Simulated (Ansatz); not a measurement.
# NH₃ with CHN: superposition error and deformation, part 3 of 3

Ansatz 0.2.0, Gaussian basis.

**19. B3LYP-D4/def2-TZVPPD**

The inputs:

free-a/in.yaml

```yaml
crystal:
  periodic: [false, false, false]
  atoms:
    - {symbol: N, position_ang: [-0.045365, -0.127280, -1.180362]}
    - {symbol: H, position_ang: [-0.218111, 0.754283, -1.647657]}
    - {symbol: H, position_ang: [0.821366, -0.495448, -1.552637]}
    - {symbol: H, position_ang: [-0.782457, -0.761796, -1.462226]}
basis:
  gaussian: {orbitals: "def2-TZVPPD.json"}
hamiltonian: {xc: {name: B3LYP}, dispersion: d4}
```

free-b/in.yaml

```yaml
crystal:
  periodic: [false, false, false]
  atoms:
    - {symbol: C, position_ang: [0.073842, 0.207312, 1.922164]}
    - {symbol: N, position_ang: [0.117584, 0.329910, 3.060348]}
    - {symbol: H, position_ang: [0.033041, 0.092917, 0.860372]}
basis:
  gaussian: {orbitals: "def2-TZVPPD.json"}
hamiltonian: {xc: {name: B3LYP}, dispersion: d4}
```

One command serves all of them, each in its own folder.

Launch:

```sh
ansatz run in.yaml --threads 2 --pin off --events-out ev --progress --plain --max-ram 5222MiB
```

free-a printed, shortened:

```text
Functional definition: B3LYP
  name "B3LYP"
  cite "Stephens, Devlin, Chabalowski & Frisch, J. Phys. Chem. 98, 11623 (1994) doi:10.1021/j100096a001"
  cite "Becke, Phys. Rev. A 38, 3098 (1988) doi:10.1103/PhysRevA.38.3098"
  cite "Lee, Yang & Parr, Phys. Rev. B 37, 785 (1988) doi:10.1103/PhysRevB.37.785"
  cite "Vosko, Wilk & Nusair, Can. J. Phys. 58, 1200 (1980) doi:10.1139/p80-159"
[...]
356 factors; their error is unknown
[...]
mean field -1539.90012126 eV, -56.5902856743 hartree, gradient 9.1e-6 eV, S^2 0.000000; 0 other end points of the search recorded, 0 dependent functions left out
reference -1539.90028718 eV, -56.5902917720 hartree; 5, 5 occupied and 83, 83 virtual orbitals, 356 factors
Total energy: -1539.91834940 eV, -56.5909555464 hartree
```

Output in free-b, shortened:

```text
[... 6 set-up lines as earlier in the session ...]
[...]
412 factors; their error is unknown
[...]
mean field -2543.31072278 eV, -93.4649451441 hartree, gradient 2.6e-5 eV, S^2 0.000000; 0 other end points of the search recorded, 0 dependent functions left out
reference -2543.31090087 eV, -93.4649516889 hartree; 7, 7 occupied and 84, 84 virtual orbitals, 412 factors
Total energy: -2543.34092236 eV, -93.4660549585 hartree
```

Wall times: 0.45 s (free-a), 0.5 s (free-b) on 2 threads of Arm Neoverse V1, shared host.

**20. wB97X-V/def2-TZVPPD**

Each input of step 19 (free-a, free-b) changes in the same lines:

```diff
-hamiltonian: {xc: {name: B3LYP}, dispersion: d4}
+hamiltonian: {xc: {name: wB97X-V}}
```

One command serves all of them, each in its own folder.

Launch:

```sh
ansatz run in.yaml --threads 2 --pin off --events-out ev --progress --plain --max-ram 5222MiB
```

free-a printed, shortened:

```text
[... 5 set-up lines as earlier in the session ...]
[...]
      + integral(e_c_pw_opposite_spin*poly(b97_u_opposite, cos0, cos1)) + vv10(b, c)
356 factors; their error is unknown
117 factors; integrals over basis functions are off by at most 7.7e-6 eV
[...]
mean field -1539.18335457 eV, -56.5639449847 hartree, gradient 2.7e-5 eV, S^2 0.000000; 0 other end points of the search recorded, 0 dependent functions left out
reference -1539.18335325 eV, -56.5639449359 hartree; 5, 5 occupied and 83, 83 virtual orbitals, 356 factors
Total energy: -1539.18335325 eV, -56.5639449359 hartree
```

Log of free-b, shortened:

```text
[... 5 set-up lines as earlier in the session ...]
[...]
      + integral(e_c_pw_opposite_spin*poly(b97_u_opposite, cos0, cos1)) + vv10(b, c)
412 factors; their error is unknown
112 factors; integrals over basis functions are off by at most 7.6e-5 eV
[...]
mean field -2542.36424644 eV, -93.4301627804 hartree, gradient 5.6e-5 eV, S^2 0.000000; 0 other end points of the search recorded, 0 dependent functions left out
reference -2542.36424510 eV, -93.4301627312 hartree; 7, 7 occupied and 84, 84 virtual orbitals, 412 factors
Total energy: -2542.36424510 eV, -93.4301627312 hartree
```

Times: 1.1 s (free-a), 1.3 s (free-b) on 2 threads of Arm Neoverse V1, shared host.

**21. wB97M-V/def2-TZVPPD**

The same edit goes into each in.yaml of step 20 (free-a, free-b):

```diff
-hamiltonian: {xc: {name: wB97X-V}}
+hamiltonian: {xc: {name: wB97M-V}}
```

The same command starts each run, in its folder.

Launch:

```sh
ansatz run in.yaml --threads 2 --pin off --events-out ev --progress --plain --max-ram 5222MiB
```

Output in free-a, shortened:

```text
[... 5 set-up lines as earlier in the session ...]
  # Of w^i u^j: cxij and so on, Table III.
[...]
  gx(w, u) = 1 - cx + cx01*u + cx10*w
[...]
      + integral(e_c_pw_mod_opposite_spin*gos(b97_w_opposite, b97_u_opposite)) + vv10(b, c)
356 factors; their error is unknown
117 factors; integrals over basis functions are off by at most 7.7e-6 eV
[...]
mean field -1538.88754859 eV, -56.5530743153 hartree, gradient 2.7e-6 eV, S^2 0.000000; 0 other end points of the search recorded, 0 dependent functions left out
reference -1538.88758168 eV, -56.5530755313 hartree; 5, 5 occupied and 83, 83 virtual orbitals, 356 factors
Total energy: -1538.88758168 eV, -56.5530755313 hartree
```

Output in free-b, shortened:

```text
[... 5 set-up lines as earlier in the session ...]
  # Of w^i u^j: cxij and so on, Table III.
[...]
  gx(w, u) = 1 - cx + cx01*u + cx10*w
[...]
      + integral(e_c_pw_mod_opposite_spin*gos(b97_w_opposite, b97_u_opposite)) + vv10(b, c)
412 factors; their error is unknown
112 factors; integrals over basis functions are off by at most 7.6e-5 eV
[...]
mean field -2542.44423261 eV, -93.4331022178 hartree, gradient 5.9e-5 eV, S^2 0.000000; 0 other end points of the search recorded, 0 dependent functions left out
reference -2542.44426628 eV, -93.4331034552 hartree; 7, 7 occupied and 84, 84 virtual orbitals, 412 factors
Total energy: -2542.44426628 eV, -93.4331034552 hartree
```

They took 1.2 s (free-a), 1.4 s (free-b) on 2 threads of Arm Neoverse V1, shared host.

**22. B2PLYP/def2-TZVPPD**

The same edit goes into each in.yaml of step 21 (free-a, free-b):

```diff
-hamiltonian: {xc: {name: wB97M-V}}
+hamiltonian: {xc: {name: B2PLYP}}
```

One command serves all of them, each in its own folder.

Launch:

```sh
ansatz run in.yaml --threads 2 --pin off --events-out ev --progress --plain --max-ram 5222MiB
```

free-a printed, shortened:

```text
[... 5 set-up lines as earlier in the session ...]
[...]
500 factors; integrals over basis functions are off by at most 7.2e-4 eV
[...]
mean field -1536.41564984 eV, -56.4622337119 hartree, gradient 1.7e-6 eV, S^2 0.000000; 0 other end points of the search recorded, 0 dependent functions left out
1 core orbitals not correlated: weight in the atoms' cores, before any rotation towards them, 1.000 or more for the frozen orbitals, at most 0.000 for the correlated occupied ones
reference -1536.41575343 eV, -56.4622375185 hartree; 4, 4 occupied and 83, 83 virtual orbitals, 500 factors
second order -7.69394810 eV of doubles, -0.00000000 eV of singles
Total energy: -1538.49311942 eV, -56.5385793104 hartree
```

free-b printed, shortened:

```text
[... 5 set-up lines as earlier in the session ...]
[...]
554 factors; integrals over basis functions are off by at most 1.0e-3 eV
[...]
mean field -2538.22719606 eV, -93.2781289831 hartree, gradient 4.4e-6 eV, S^2 0.000000; 0 other end points of the search recorded, 0 dependent functions left out
2 core orbitals not correlated: weight in the atoms' cores, before any rotation towards them, 1.000 or more for the frozen orbitals, at most 0.000 for the correlated occupied ones
reference -2538.22730690 eV, -93.2781330565 hartree; 5, 5 occupied and 84, 84 virtual orbitals, 554 factors
second order -11.64606072 eV of doubles, -0.00000000 eV of singles
Total energy: -2541.37174330 eV, -93.3936889626 hartree
```

They took 0.6 s (free-a), 0.8 s (free-b) on 2 threads of Arm Neoverse V1, shared host.

**23. BLYP-D4/def2-TZVPPD**

Each input of step 22 (free-a, free-b) changes in the same lines:

```diff
-hamiltonian: {xc: {name: B2PLYP}}
+hamiltonian: {xc: {name: BLYP}, dispersion: d4}
```

Each run has its own folder and the same command.

Launch:

```sh
ansatz run in.yaml --threads 2 --pin off --events-out ev --progress --plain --max-ram 5222MiB
```

Log of free-a, shortened:

```text
[... 4 set-up lines as earlier in the session ...]
[...]
356 factors; their error is unknown
[...]
mean field -1539.16538715 eV, -56.5632846938 hartree, gradient 2.0e-5 eV, S^2 0.000000; 0 other end points of the search recorded, 0 dependent functions left out
reference -1539.16561673 eV, -56.5632931308 hartree; 5, 5 occupied and 83, 83 virtual orbitals, 356 factors
Total energy: -1539.19306821 eV, -56.5643019540 hartree
```

Output in free-b, shortened:

```text
[... 4 set-up lines as earlier in the session ...]
[...]
412 factors; their error is unknown
[...]
mean field -2542.73634028 eV, -93.4438369767 hartree, gradient 1.2e-5 eV, S^2 0.000000; 0 other end points of the search recorded, 0 dependent functions left out
reference -2542.73657451 eV, -93.4438455844 hartree; 7, 7 occupied and 84, 84 virtual orbitals, 412 factors
Total energy: -2542.78050418 eV, -93.4454599700 hartree
```

Wall times: 0.4 s (free-a), 0.45 s (free-b) on 2 threads of Arm Neoverse V1, shared host.

**24. revPBE-D4/def2-TZVPPD**

Each input of step 23 (free-a, free-b) changes in the same lines:

```diff
-hamiltonian: {xc: {name: BLYP}, dispersion: d4}
+hamiltonian: {xc: {name: revPBE}, dispersion: d4}
```

One command serves all of them, each in its own folder.

Launch:

```sh
ansatz run in.yaml --threads 2 --pin off --events-out ev --progress --plain --max-ram 5222MiB
```

Output in free-a, shortened:

```text
[... 4 set-up lines as earlier in the session ...]
[...]
356 factors; their error is unknown
[...]
mean field -1539.33660039 eV, -56.5695766647 hartree, gradient 6.3e-5 eV, S^2 0.000000; 0 other end points of the search recorded, 0 dependent functions left out
reference -1539.33663431 eV, -56.5695779111 hartree; 5, 5 occupied and 83, 83 virtual orbitals, 356 factors
Total energy: -1539.39107235 eV, -56.5715784721 hartree
```

free-b printed, shortened:

```text
[... 4 set-up lines as earlier in the session ...]
[...]
412 factors; their error is unknown
[...]
mean field -2542.61559503 eV, -93.4393996705 hartree, gradient 8.8e-5 eV, S^2 0.000000; 0 other end points of the search recorded, 0 dependent functions left out
reference -2542.61562980 eV, -93.4394009485 hartree; 7, 7 occupied and 84, 84 virtual orbitals, 412 factors
Total energy: -2542.69024296 eV, -93.4421429314 hartree
```

Times: 0.35 s (free-a), 0.35 s (free-b) on 2 threads of Arm Neoverse V1, shared host.

**25. B97M-V/def2-TZVPPD**

Each input of step 24 (free-a, free-b) changes in the same lines:

```diff
-hamiltonian: {xc: {name: revPBE}, dispersion: d4}
+hamiltonian: {xc: {name: B97M-V}}
```

The same command starts each run, in its folder.

Launch:

```sh
ansatz run in.yaml --threads 2 --pin off --events-out ev --progress --plain --max-ram 5222MiB
```

Log of free-a, shortened:

```text
[... 5 set-up lines as earlier in the session ...]
  # Of w^i u^j: cxij and so on, Table III.
[...]
  gx(w, u) = cx00 + cx01*u + cx02*u^2 + (cx10 + cx11*u)*w
[...]
  gos(w, u) = cos00 + cos01*u + cos03*u^3 + cos10*w + cos32*w^3*u^2
[...]
      + integral(e_c_pw_mod_opposite_spin*gos(b97_w_opposite, b97_u_opposite)) + vv10(b, c)
356 factors; their error is unknown
[...]
mean field -1539.43538150 eV, -56.5732068034 hartree, gradient 5.4e-5 eV, S^2 0.000000; 0 other end points of the search recorded, 0 dependent functions left out
reference -1539.43542130 eV, -56.5732082661 hartree; 5, 5 occupied and 83, 83 virtual orbitals, 356 factors
Total energy: -1539.43542130 eV, -56.5732082661 hartree
```

Output in free-b, shortened:

```text
[... 5 set-up lines as earlier in the session ...]
  # Of w^i u^j: cxij and so on, Table III.
[...]
  gx(w, u) = cx00 + cx01*u + cx02*u^2 + (cx10 + cx11*u)*w
[...]
  gos(w, u) = cos00 + cos01*u + cos03*u^3 + cos10*w + cos32*w^3*u^2
[...]
      + integral(e_c_pw_mod_opposite_spin*gos(b97_w_opposite, b97_u_opposite)) + vv10(b, c)
412 factors; their error is unknown
[...]
mean field -2542.94222325 eV, -93.4514030363 hartree, gradient 1.0e-5 eV, S^2 0.000000; 0 other end points of the search recorded, 0 dependent functions left out
reference -2542.94226327 eV, -93.4514045072 hartree; 7, 7 occupied and 84, 84 virtual orbitals, 412 factors
Total energy: -2542.94226327 eV, -93.4514045072 hartree
```

They took 1.2 s (free-a), 1.4 s (free-b) on 2 threads of Arm Neoverse V1, shared host.

**26. HSE06-D4/def2-TZVPPD**

The same edit goes into each in.yaml of step 25 (free-a, free-b):

```diff
-hamiltonian: {xc: {name: B97M-V}}
+hamiltonian: {xc: hse06, dispersion: d4}
```

The same command starts each run, in its folder.

Launch:

```sh
ansatz run in.yaml --threads 2 --pin off --events-out ev --progress --plain --max-ram 5222MiB
```

Output in free-a, shortened:

```text
[... 6 set-up lines as earlier in the session ...]
[...]
  # The whole range is PBE's own exchange, as in plane waves. The composition of these papers is wPBEh.
[...]
356 factors; their error is unknown
44 factors; integrals over basis functions are off by at most 2.7e-6 eV
[...]
mean field -1537.82553774 eV, -56.5140461364 hartree, gradient 2.5e-5 eV, S^2 0.000000; 0 other end points of the search recorded, 0 dependent functions left out
reference -1537.82556419 eV, -56.5140471084 hartree; 5, 5 occupied and 83, 83 virtual orbitals, 356 factors
Total energy: -1537.83376674 eV, -56.5143485465 hartree
```

Output in free-b, shortened:

```text
[... 6 set-up lines as earlier in the session ...]
[...]
  # The whole range is PBE's own exchange, as in plane waves. The composition of these papers is wPBEh.
[...]
412 factors; their error is unknown
38 factors; integrals over basis functions are off by at most 1.1e-4 eV
[...]
mean field -2539.94108190 eV, -93.3411131260 hartree, gradient 8.3e-5 eV, S^2 0.000000; 0 other end points of the search recorded, 0 dependent functions left out
reference -2539.94111024 eV, -93.3411141675 hartree; 7, 7 occupied and 84, 84 virtual orbitals, 412 factors
Total energy: -2539.95480764 eV, -93.3416175375 hartree
```

They took 0.45 s (free-a), 0.55 s (free-b) on 2 threads of Arm Neoverse V1, shared host.

**27. CCSD(T)/def2-TZVPPD**

The same edit goes into each in.yaml of step 26 (free-a, free-b):

```diff
-hamiltonian: {xc: hse06, dispersion: d4}
+correlation: {method: ccsd_t}
```

Each run has its own folder and the same command.

Launch:

```sh
ansatz run in.yaml --threads 2 --pin off --events-out ev --progress --plain --max-ram 5222MiB
```

Output in free-a, shortened:

```text
[... 4 set-up lines as earlier in the session ...]
[...]
500 factors; integrals over basis functions are off by at most 7.2e-4 eV
[...]
mean field -1529.87699446 eV, -56.2219425587 hartree, gradient 4.9e-7 eV, S^2 0.000000; 0 other end points of the search recorded, 0 dependent functions left out
1 core orbitals not correlated: weight in the atoms' cores, before any rotation towards them, 1.000 or more for the frozen orbitals, at most 0.000 for the correlated occupied ones
reference -1529.87699446 eV, -56.2219425587 hartree; 4, 4 occupied and 83, 83 virtual orbitals, 500 factors
second order -6.43538787 eV of doubles, -0.00000000 eV of singles
cycle   1  -6.61139125 eV  change   -1.8e-1 eV  update   4.2e-2
[...]
cycle   9  -6.76770671 eV  change    3.3e-6 eV  update   5.7e-6
perturbative correction -0.21611070 eV, -0.0079419217 hartree
Total energy: -1536.86081187 eV, -56.4785931146 hartree
```

free-b printed, shortened:

```text
[... 4 set-up lines as earlier in the session ...]
[...]
554 factors; integrals over basis functions are off by at most 1.0e-3 eV
[...]
mean field -2528.28281555 eV, -92.9126797396 hartree, gradient 2.6e-6 eV, S^2 0.000000; 0 other end points of the search recorded, 0 dependent functions left out
2 core orbitals not correlated: weight in the atoms' cores, before any rotation towards them, 1.000 or more for the frozen orbitals, at most 0.000 for the correlated occupied ones
reference -2528.28281555 eV, -92.9126797396 hartree; 5, 5 occupied and 84, 84 virtual orbitals, 554 factors
second order -9.35408173 eV of doubles, -0.00000000 eV of singles
cycle   1  -9.09258591 eV  change    2.6e-1 eV  update   8.0e-2
[...]
cycle   9  -9.47938154 eV  change   -7.0e-6 eV  update   5.3e-6
perturbative correction -0.48127737 eV, -0.0176866170 hartree
Total energy: -2538.24347445 eV, -93.2787272029 hartree
```

Wall times: 0.7 s (free-a), 0.91 s (free-b) on 2 threads of Arm Neoverse V1, shared host.

**28. The split**

```csv
method,interaction with counterpoise (kJ/mol),without,superposition error,deformation,binding energy
PBE-D4,-30.50,-31.20,0.70,0.04,-30.46
revPBE-D4,-27.23,-27.96,0.73,-0.04,-27.28
BLYP-D4,-27.35,-28.11,0.76,0.29,-27.06
r2SCAN-D4,-28.52,-29.06,0.54,0.86,-27.66
B97M-V,-28.25,-28.72,0.47,1.49,-26.76
PBE0-D4,-31.28,-31.82,0.54,0.92,-30.36
B3LYP-D4,-29.31,-29.90,0.60,1.05,-28.25
HSE06-D4,-31.26,-31.78,0.52,0.91,-30.35
wB97X-V,-28.49,-29.00,0.52,0.81,-27.67
wB97M-V,-28.37,-29.03,0.66,1.12,-27.25
B2PLYP,-26.33,-27.35,1.02,1.05,-25.27
Hartree-Fock,-22.71,-23.07,0.36,2.45,-20.25
MP2,-26.06,-28.20,2.14,0.84,-25.22
CCSD,-24.86,-26.75,1.89,0.98,-23.88
CCSD(T),-25.70,-27.78,2.07,0.68,-25.03
```

**29. Outcome**

What follows sums up all 3 parts.

| quantity | value |
| --- | --- |
| interaction, CCSD(T) | -25.70 kJ/mol |
| superposition error | 2.07 kJ/mol |
| deformation | 0.68 kJ/mol |
| binding energy | -25.03 kJ/mol |

In words: In this basis the superposition error is 2.07 kJ/mol for CCSD(T) and 0.61 kJ/mol on average for the plain functionals: correlated methods borrow far more, since they need many more functions to converge. Deformation takes back 3 % of the interaction. The free shapes are PBE0-D4 minima, so other methods can show a small negative deformation energy.
